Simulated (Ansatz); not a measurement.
## Molecular dynamics, step by step

NH$_{5}$O (SMILES O.N), closed shell, PBE0-D4/def2-SVP (Ansatz 0.2.0). Settings (timestep in fs, temperature in K; T counts 15 degrees of freedom):

```yaml
hamiltonian: {xc: pbe0, dispersion: d4}
md: {n_steps: 60, timestep: 0.25, temperature: 300, ensemble: nvt_nose_hoover, seed: 348, initial_velocities: maxwell_boltzmann}
```

Start (the SMILES describes the start alone):

O1  (-0.059, -0.376, -1.874)
H2  (-0.023, -0.159, -0.924)
H3  (0.081, 0.455, -2.329)
N4  (0.004, 0.034, 1.004)
H5  (-0.369, -0.850, 1.328)
H6  (0.935, 0.129, 1.392)
H7  (-0.569, 0.767, 1.402)
(Å)

```
step  time (fs)  potential energy less the start (meV)  kinetic energy (meV)  T (K)
   0       0.00                                    0.0                 193.9    300
   4       1.00                                   57.4                 136.9    212
   8       2.00                                  115.0                  79.8    124
  12       3.00                                   71.8                 122.6    190
  16       4.00                                   14.6                 179.4    278
  20       5.00                                   45.7                 148.6    230
  24       6.00                                  120.9                  73.9    114
  28       7.00                                  142.8                  52.1     81
  32       8.00                                   87.6                 107.0    166
  36       9.00                                   33.2                 161.1    249
  40      10.00                                   67.6                 126.9    196
  44      11.00                                  145.1                  50.1     78
  48      12.00                                  134.4                  60.7     94
  52      13.00                                   60.7                 133.9    207
  56      14.00                                   55.6                 139.2    215
  60      15.00                                  123.4                  72.0    111
```

Step 4, positions (Å) and forces (eV/Å):

```json
{"atom": "O1", "x": "-0.061", "y": "-0.376", "z": "-1.875", "Fx": "-0.115", "Fy": "-0.607", "Fz": "-0.993"}
{"atom": "H2", "x": "0.000", "y": "-0.178", "z": "-0.944", "Fx": "0.041", "Fy": "0.293", "Fz": "1.094"}
{"atom": "H3", "x": "0.085", "y": "0.459", "z": "-2.314", "Fx": "0.054", "Fy": "0.311", "Fz": "-0.063"}
{"atom": "N4", "x": "0.006", "y": "0.032", "z": "1.006", "Fx": "-0.702", "Fy": "1.691", "Fz": "-0.937"}
{"atom": "H5", "x": "-0.363", "y": "-0.824", "z": "1.320", "Fx": "-0.610", "Fy": "-1.531", "Fz": "0.561"}
{"atom": "H6", "x": "0.912", "y": "0.137", "z": "1.394", "Fx": "1.184", "Fy": "0.066", "Fz": "0.504"}
{"atom": "H7", "x": "-0.574", "y": "0.772", "z": "1.416", "Fx": "0.147", "Fy": "-0.223", "Fz": "-0.167"}
```

Step 28, positions (Å) and forces (eV/Å):

```json
{"atom": "O1", "x": "-0.069", "y": "-0.380", "z": "-1.894", "Fx": "0.520", "Fy": "0.554", "Fz": "1.409"}
{"atom": "H2", "x": "0.129", "y": "-0.249", "z": "-0.909", "Fx": "-0.540", "Fy": "-0.190", "Fz": "-1.379"}
{"atom": "H3", "x": "0.108", "y": "0.510", "z": "-2.234", "Fx": "-0.093", "Fy": "-0.314", "Fz": "0.031"}
{"atom": "N4", "x": "0.005", "y": "0.043", "z": "1.007", "Fx": "1.019", "Fy": "-1.796", "Fz": "1.022"}
{"atom": "H5", "x": "-0.400", "y": "-0.887", "z": "1.358", "Fx": "0.915", "Fy": "1.655", "Fz": "-0.587"}
{"atom": "H6", "x": "0.944", "y": "0.169", "z": "1.479", "Fx": "-1.296", "Fy": "-0.442", "Fz": "-0.622"}
{"atom": "H7", "x": "-0.570", "y": "0.743", "z": "1.444", "Fx": "-0.524", "Fy": "0.532", "Fz": "0.126"}
```

Step 40, positions (Å) and forces (eV/Å):

```
atom       x       y       z      Fx      Fy      Fz
  O1  -0.071  -0.380  -1.897  -0.034  -0.143  -0.745
  H2   0.147  -0.295  -0.971  -0.049  -0.040   1.098
  H3   0.112   0.512  -2.193  -0.024   0.233  -0.308
  N4   0.008   0.043   1.014  -0.382   1.076  -0.279
  H5  -0.355  -0.825   1.344  -0.464  -1.069   0.252
  H6   0.887   0.143   1.485   0.788   0.112   0.315
  H7  -0.598   0.752   1.447   0.166  -0.169  -0.332
```

Last step (60):

O1  (-0.073, -0.380, -1.910)
H2  (0.157, -0.376, -0.930)
H3  (0.111, 0.536, -2.165)
N4  (0.010, 0.053, 1.021)
H5  (-0.358, -0.886, 1.354)
H6  (0.916, 0.127, 1.545)
H7  (-0.618, 0.743, 1.402)
(Å)

Hardware: 2 CPU threads of an Arm Neoverse V2, shared host. Wall time about 23 s.
